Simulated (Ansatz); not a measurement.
Born–Oppenheimer molecular dynamics of H₇NOSi (10 atoms, charge 0, multiplicity 1). It starts at the highest image of a converged band. Of that band: Beside the main top the profile has a ripple of under 15 meV (maxima at images 2, 4), which may be a very shallow well or noise. Neighbouring images differ by up to 2.1 eV, so the band resolves the path poorly. A vibrational analysis at the climbing image gives one clearly imaginary mode, 1291i cm⁻¹: a first-order saddle point.

Theory: RKS PBE-D4/6-31G* (Ansatz).

```json
{
 "ensemble": "NVE (velocity Verlet)",
 "time step": "0.5 fs",
 "steps asked": "200",
 "starting velocities drawn for": "100 K",
 "seed": "10870"
}
```

First frame:

```xyz
10
Properties=species:S:1:pos:R:3
Si -0.317 -0.091 -0.067
H -0.003 0.477 1.613
H 1.160 -0.409 -0.043
H -0.498 1.239 -0.726
N -0.823 -1.578 -0.833
H -1.760 -1.710 -1.213
H -0.125 -2.115 -1.345
O -1.995 0.001 0.902
H -2.243 -0.911 1.175
H -1.043 0.338 1.617
```

Problem. How far do the bonds stretch over the last three quarters of this one trajectory? (Pairs bonded in most of those frames.)

Solution. 
```json
{"bond": "Si1–H3", "mean (Å)": "1.514", "spread (Å)": "0.010", "shortest": "1.49", "longest": "1.54"}
{"bond": "Si1–H4", "mean (Å)": "1.501", "spread (Å)": "0.006", "shortest": "1.48", "longest": "1.51"}
{"bond": "Si1–N5", "mean (Å)": "1.735", "spread (Å)": "0.024", "shortest": "1.68", "longest": "1.77"}
{"bond": "Si1–O8", "mean (Å)": "1.708", "spread (Å)": "0.116", "shortest": "1.53", "longest": "1.88"}
{"bond": "H2–H10", "mean (Å)": "0.752", "spread (Å)": "0.012", "shortest": "0.73", "longest": "0.78"}
{"bond": "N5–H6", "mean (Å)": "1.022", "spread (Å)": "0.016", "shortest": "1.00", "longest": "1.05"}
{"bond": "N5–H7", "mean (Å)": "1.021", "spread (Å)": "0.014", "shortest": "1.00", "longest": "1.05"}
{"bond": "O8–H9", "mean (Å)": "0.979", "spread (Å)": "0.011", "shortest": "0.96", "longest": "1.00"}
```

Mean temperature of the second half: 1611 K. The conserved energy stayed within 0.094 meV per atom of its start (net change 0.034 meV per atom), so the integration is sound. The kinetic energy rose, since the run started high on the potential surface and went downhill. It ends in pieces (H2 + H5NOSi), so much of that is their flight and rotation, not heat. A run of 0.1 ps of so small a system gives no equilibrium averages. The orbitals stay closed-shell, which can raise the energy where a bond breaks towards radicals; this wasn't checked here.

Time of the run: 5.6 min on 1 thread of Arm Neoverse V1 (shared host), peak memory 0.11 GiB.
